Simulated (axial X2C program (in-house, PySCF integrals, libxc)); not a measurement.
## Correcting the dissociation energy of LiAl⁺ for spin–orbit coupling

A spin-free CCSD(T) curve (one-electron X2C) was computed with an in-house all-electron X2C program for linear molecules (integrals from PySCF), basis Al dyall-v3z [8s8p2d1f], Li dyall-cv3z [7s8p2d] (cores contracted in-house), for the state M_S = 1/2, Λ = 0 (beyond evenly filled blocks: σα). It gives D0 = 1.137 eV to Al + Li+, which in a spin-free picture are the weighted means of the ground terms.

Correlated methods: 3 electrons correlated (number of frozen shells: Al 2 s, 1 p; Li 1 s), 145 virtual spin orbitals or spinors in MP2, 49 natural virtuals in coupled cluster.

Measured levels of the ground terms (NIST Handbook of Basic Atomic Spectroscopic Data), in cm⁻¹: Al 2P: J = 1/2 at 0, J = 3/2 at 112.1; Li+ 1S: J = 0 at 0.

The molecular state has Λ = 0, so it has no first-order lowering.

How far does each ground level lie under the (2J+1)-weighted mean of its term?

Al: (2 × 0 + 4 × 112.1)/6 = 75 cm⁻¹; Li+: a single level, 0.

Correct D0.

D0 = 1.137 + (0 − 75)/8065.5 = 1.128 eV at CCSD(T) with these spin–orbit terms. The direct two-component run gives 1.130 eV; the difference holds second-order terms in the molecule, scalar two-electron terms, the gap between measured and computed atomic splittings (a 2c atom can miss part of its lowering) and, in coupled cluster, the truncation of each run.

Second-order spin–orbit effects in the molecule, which grow quickly with Z, are left out. The state is a single determinant with fixed occupations, the lowest that a limited PBE0 search found. De is counted from the lowest determinant-based energies of the atoms at the same level, without counterpoise correction. Coupled cluster ran in a truncated set of natural virtual spinors; the MP2 energy of the rest was added. (T) has no such correction and the atoms are truncated less, which lowers De at CCSD(T) by a hundredth of an eV or more.
